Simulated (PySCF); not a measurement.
## Argon: a sound run and one with changed settings

Sound run: Ar [Ar], Ar⁺ [Ne] 3s2 3p5. All numbers are calculated (PySCF 2.14, the non-relativistic Hamiltonian (point nucleus), in cc-pV(D+d)Z). In the sound run the correlated levels freeze [Ne]. The sound run starts from symmetry-adapted Hartree-Fock orbitals and uses a fine grid where one is needed.

Changed run: a valence shell is frozen. This setting is unsound on purpose.

```json
{"species": "Ar", "method": "MP2", "sound run (hartree)": "-526.94457", "changed run (hartree)": "-526.91588", "converged": "yes"}
{"species": "Ar", "method": "CCSD(T)", "sound run (hartree)": "-526.95954", "changed run (hartree)": "-526.92783", "converged": "yes"}
{"species": "Ar⁺", "method": "MP2", "sound run (hartree)": "-526.37749", "changed run (hartree)": "-526.34055", "converged": "yes"}
{"species": "Ar⁺", "method": "CCSD(T)", "sound run (hartree)": "-526.39820", "changed run (hartree)": "-526.35363", "converged": "yes"}
```

Ionisation energy of Ar:

```json
{"method": "UHF", "sound run (eV)": "14.670", "changed run (eV)": "14.670"}
{"method": "MP2", "sound run (eV)": "15.431", "changed run (eV)": "15.655"}
{"method": "SCS-MP2", "sound run (eV)": "15.340", "changed run (eV)": "15.607"}
{"method": "CCSD", "sound run (eV)": "15.270", "changed run (eV)": "15.611"}
{"method": "CCSD(T)", "sound run (eV)": "15.275", "changed run (eV)": "15.625"}
```

Freezing a valence shell removes pair correlation that changes on ionisation.

For comparison, NIST gives 15.760 eV between the lowest levels.
